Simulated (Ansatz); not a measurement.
Cubic perovskite KTaO₃ was calculated with Hartree–Fock in Ansatz (plane waves, PAW).

Settings: plane-wave cutoff 460 eV, 6×6×6 k mesh, Fermi–Dirac smearing 0.01 eV, scalar-relativistic PAW data made under PBE.

Response to compression and expansion:

```
V (Å³/atom)  P (GPa)  direct gap at Γ (eV)  smallest gap on the k mesh (eV)
-----------  -------  --------------------  -------------------------------
12.075         13.62                12.852                           12.158
12.392          6.49                12.745                           12.053
12.776         -0.96                12.610                           11.926
13.028         -5.26                12.519                           11.842
13.346        -10.09                12.402                           11.737
```

The fundamental gap (11.94 eV at the equilibrium volume, on the SCF mesh) lies elsewhere than Γ–Γ.

Measured, for comparison: band gap 3.64 eV (temperature not stated, no zero-point or thermal correction, indirect; as tabulated in Himmetoglu and Janotti (2016), arXiv:1601.06205).

Spin–orbit coupling is not included.

Ansatz is a first-principles code.
